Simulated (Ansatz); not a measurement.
hcp Sc, lattice parameter c

Reference value: 5.268 Å (measured, 293 K, no zero-point or thermal correction; as tabulated in Wikipedia's data pages).

| level (code) | value (Å) | difference (%) |
|---|---|---|
| PBE (Ansatz) | 5.165 | -1.96 |
| PBE-D3(BJ) (Ansatz) | 5.095 | -3.28 |
| r²SCAN-D4 (Ansatz) | 5.194 | -1.40 |
| r²SCAN0 (Ansatz) | 5.212 | -1.06 |
| Hartree–Fock (Ansatz) | 5.534 | +5.05 |

The reference is not for a static lattice or low temperature, so close values are not ranked against it. Off by more than 1.75 %, or 2.45 % on the side where a correction would as a rule narrow the miss (bounds picked here): Hartree–Fock (+5.05 %), PBE-D3(BJ) (-3.28 %).

The reference isn't brought to a static lattice, while the calculations are for one, so the differences are not the levels' errors alone. The crystal itself was run without spin with PBE, PBE-D3(BJ), r²SCAN-D4, r²SCAN0, Hartree–Fock; a magnetic state was not tried in these runs. Cutoffs and k meshes differ between the levels. Ansatz's density-functional and Hartree–Fock values are scalar-relativistic unless marked +SOC, with PAW data made under PBE.

Differences are worked out from the printed values.

Ansatz is a program for electronic structure.
